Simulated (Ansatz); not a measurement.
Born–Oppenheimer molecular dynamics of H5OSi (7 atoms, charge 0, multiplicity 2). It starts at the highest image of a converged band. Of that band: The profile has 2 maxima (images 2, 5) with wells between them (image 4): this band takes more than one step, which may be the mechanism or a detour left from its start path. A vibrational analysis at the climbing image gives one clearly imaginary mode, 337i cm⁻¹: a first-order saddle point.

The calculation used UKS PBE0-D4/def2-SVP in Ansatz.

| Property | Result |
| --- | --- |
| ensemble | NVE (velocity Verlet) |
| time step | 0.5 fs |
| steps asked | 200 |
| starting velocities drawn for | 300 K |
| seed | 2800 |

First frame:

```xyz
7
Properties=species:S:1:pos:R:3
H -0.395 -1.759 0.194
O -1.187 -1.800 0.741
Si 0.699 0.805 -0.610
H -1.352 -0.882 0.980
H 1.375 0.651 0.713
H -0.665 1.394 -0.446
H 1.525 1.591 -1.572
```

Problem. How far do the bonds stretch over the last three quarters of this one trajectory? (Pairs bonded in most of those frames.)

Solution. 
```csv
bond,mean (Å),spread (Å),shortest,longest
H1–O2,0.966,0.014,0.94,0.99
O2–H4,0.965,0.010,0.95,0.99
Si3–H5,1.495,0.012,1.48,1.51
Si3–H6,1.495,0.030,1.45,1.54
Si3–H7,1.501,0.049,1.43,1.57
```

Mean temperature of the second half: 227 K. The conserved energy stayed within 0.18 meV per atom of its start (net change 0.13 meV per atom), so the integration is sound. A run of 0.1 ps of so small a system gives no equilibrium averages.

Time of the run: 3.2 min on 1 thread of Intel(R) Xeon(R) 6975P-C (Granite Rapids), on a shared host, peak memory 0.14 GiB.
